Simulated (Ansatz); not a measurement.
A calculation with Ansatz (development build ahead of 0.2.0).

```yaml
crystal:
  periodic: [false, false, false]
  atoms:
    - { symbol: C, position_ang: [-0.0384, -0.3973, 0.7394] }
    - { symbol: "N", position_ang: [-0.0384, 0.8752, 0.0] }
    - { symbol: C, position_ang: [-0.0384, -0.3973, -0.7394] }
    - { symbol: H, position_ang: [0.9031, 1.2682, 0.0] }
    - { symbol: H, position_ang: [-0.9557, -0.6049, 1.28] }
    - { symbol: H, position_ang: [-0.9557, -0.6049, -1.28] }
    - { symbol: H, position_ang: [0.8694, -0.7084, -1.249] }
basis:
  gaussian: { orbitals: pcseg-2 }
magnetization:
  spin_polarized: true
  initial_magnetization: 1
hamiltonian:
  xc: r2scan
```

The input is written out in the form of the current development build from the run's settings.

Output:

| Quantity | Value |
| --- | --- |
| Converged | yes |
| Total energy | -133.21422 hartree |
| Spin squared of the determinant | 0.755 |
| Stability test | minimum |
